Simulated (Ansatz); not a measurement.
```yaml
crystal:
  periodic: [false, false, false]
  atoms:
    - {symbol: B, position_ang: [-1.473210, -0.308610, -0.002564]}
    - {symbol: Ga, position_ang: [0.635502, -0.309706, -0.002013]}
    - {symbol: P, position_ang: [2.851590, -0.115589, 0.000073]}
    - {symbol: H, position_ang: [-2.013882, 0.733904, 0.004504]}
basis:
  gaussian: {orbitals: def2-TZVP}
magnetization: {spin_polarized: true, initial_magnetization: 2}
hamiltonian: {xc: pbe0}
relax: {f_tol: 0.004, max_steps: 80}
```

```sh
$ ansatz run in.yaml --threads 1 --pin off --events-out ev --progress --plain --max-ram 2176MiB
```

Steps of the relaxation (energy above the last step; positions in Å, forces in eV/Å):

```
4
step 1, 235.4 meV
B    -1.473   -0.309   -0.003    1.347   -0.224   -0.001
Ga    0.636   -0.310   -0.002    0.339    0.030    0.000
P     2.852   -0.116    0.000   -1.068   -0.166   -0.002
H    -2.014    0.734    0.005   -0.618    0.360    0.002
```

```
4
step 2, 88.8 meV
B    -1.373   -0.245   -0.002    0.163    0.489    0.003
Ga    0.680   -0.291   -0.002   -0.190    0.164    0.001
P     2.836   -0.161    0.000   -0.208   -0.126   -0.001
H    -2.144    0.697    0.004    0.235   -0.527   -0.004
```

```
4
step 3, 38.4 meV
B    -1.306   -0.186   -0.002   -0.534    0.536    0.004
Ga    0.692   -0.199   -0.001    0.011    0.079    0.001
P     2.835   -0.237   -0.001    0.070   -0.071    0.000
H    -2.221    0.621    0.004    0.453   -0.544   -0.004
```

```
4
step 7, 0.0 meV
B    -1.256   -0.047   -0.001   -0.003    0.006    0.000
Ga    0.723   -0.069    0.000    0.008   -0.006    0.000
P     2.856   -0.353   -0.002   -0.002    0.002    0.000
H    -2.323    0.469    0.003   -0.002   -0.003    0.000
```

```
4
step 8, 0.0 meV
B    -1.254   -0.040   -0.001    0.000   -0.002    0.000
Ga    0.723   -0.072    0.000    0.003    0.002    0.000
P     2.857   -0.353   -0.002   -0.002   -0.001    0.000
H    -2.326    0.465    0.003   -0.001    0.001    0.000
```

Close pairs at the end: B1–H4 1.185 Å, B1–Ga2 1.978 Å, Ga2–P3 2.152 Å.

A stationary point of unrestricted PBE0 after 8 steps, with ⟨S²⟩ = 2.061 against 2.00 for a pure state; no frequencies were run, so it isn't proven a minimum. 97 s on 1 thread of Intel Xeon Platinum 8488C, shared host.
